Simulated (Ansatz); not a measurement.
A made-up structure of LiSi2H3, singlet:

```
6
angstrom
Li -0.2322 -1.4695 -0.2278
Si -1.3824 0.1886 -1.4317
Si 0.3124 0.5686 0.3185
H 0.6916 -2.3334 0.7357
H -0.4940 1.5626 -0.5255
H 1.1576 1.4335 1.1862
```

It is relaxed with PBE-D4/def2-SVP and then PBE0-D4/def2-TZVP (Ansatz 0.2.0). Atoms count as bonded within 1.22 times the sum of their covalent radii (H–H: 0.88 Å). The end point is not checked to be a true minimum.

Question: Does its bonding change? (A judgement: the text doesn't fix the answer.)

Answer: The calculation gives: Yes. Formed: Si2–H5, Si3–H4; broken: Si3–H5.

Where it ends: The first stage lowers the energy by 3.20 eV in 14 steps. It ends as LiSi₂H₃ ([H]1[Li]2[SiH][SiH]12):
Li1  (-0.508, -1.868, -0.510)
Si2  (-1.002, 0.368, -1.040)
Si3  (0.502, 0.132, 0.519)
H4  (0.743, -1.359, 0.781)
H5  (-1.104, 1.858, -1.159)
H6  (1.423, 0.819, 1.465)
(Å)

Labels in which every atom is bracketed show which atoms are joined, not bond orders.

For scale, one of the runs: PBE0-D4/def2-TZVP relaxation, 106 basis functions, launched by `ansatz run in.yaml --threads 2 --pin off --events-out ev --progress --plain --max-ram 4352MiB`. The run took about 19 s on 2 CPU threads of an Intel Xeon Platinum 8259CL (shared host).
